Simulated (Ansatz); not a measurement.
Geometry optimisation, Ansatz, RKS PBE0/6-31G.

Input:

```yaml
crystal:
  periodic: [false, false, false]
  atoms:
    - { symbol: F, position_ang: [-1.6278, -0.2488, 0.7675] }
    - { symbol: C, position_ang: [-0.7078, 0.716, 0.6069] }
    - { symbol: S, position_ang: [0.9182, 0.0695, 1.022] }
    - { symbol: C, position_ang: [0.7887, -0.6741, -0.6142] }
    - { symbol: S, position_ang: [-0.1216, 0.8473, -1.1392] }
    - { symbol: H, position_ang: [-0.9481, 1.691, 1.0766] }
    - { symbol: H, position_ang: [1.668, -0.896, -1.146] }
    - { symbol: H, position_ang: [1.86628, -0.5073, 1.84227] }
basis:
  gaussian: { orbitals: "6-31G" }
hamiltonian:
  xc: pbe0
relax:
  f_tol: 0.02
  max_steps: 50
output:
  orbitals: {}
```

Run as:

```bash
$ ansatz run input.yaml --threads 1 --pin off --max-ram 2048MiB --backend cpu --events-out ev --progress --plain --runs-dir out
```

Q: Where does it end, and by what steps?

A: It converged. Limits of this set-up: no polarisation functions. After 13 steps the energy has fallen by 2.508 eV; H8 moved furthest, 0.91 Å. Parted: S3–S5.

```tsv
step	energy less start (eV)	largest force component (eV/Å)	accepted
0	0.0000	5.150	yes
1	-1.2669	3.199	yes
2	-1.8095	1.537	yes
3	-2.0826	1.332	yes
4	-2.3441	0.916	yes
5	-2.4215	0.676	yes
6	-2.4541	0.692	yes
7	-2.4783	0.601	yes
8	-2.4901	0.318	yes
9	-2.4953	0.330	yes
10	-2.5076	0.069	yes
11	-2.5080	0.066	yes
12	-2.5080	0.051	yes
13	-2.5082	0.008	yes
```

```xyz
8
Properties=species:S:1:pos:R:3
F -1.396 -0.228 1.211
C -0.560 0.714 0.592
S 1.259 0.297 1.087
C 0.959 -0.847 -0.775
S -0.429 0.563 -1.229
H -0.828 1.707 0.945
H 1.841 -0.477 -1.373
H 0.990 -0.731 1.958
```

Whether the end is a true minimum wasn't checked by a vibrational analysis.

The run took 84 s on 1 thread of Arm Neoverse N1, on a shared host, peak memory 0.15 GiB.
